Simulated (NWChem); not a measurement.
Correlation energy of FLi

SMILES: [Li][F]
```xyz
2

Li     0.0000     0.0000    -1.1467
F      0.0000     0.0000     0.3822
```
Charge 0, spin multiplicity 1.

Everything below was run with NWChem. All single points use one geometry, from B3LYP/def2-SVP, a minimum by its harmonic frequencies.

Basis set: cc-pVDZ. Each correlation energy counts from its own Hartree-Fock reference.

The correlated methods keep 1 core orbital frozen. The structure started from a generated list of species. Coupled-cluster values serve here as a point of comparison, not as the truth.

### Question
For the correlation energy, CR-CCSD(T) gives -209.6 mHa and MP2 gives -206.9 mHa. What do SCS-MP2, CCSD+T(CCSD), CCSD give?

### Answer
SCS-MP2: -198.8 mHa; CCSD+T(CCSD): -210.8 mHa; CCSD: -207.2 mHa.
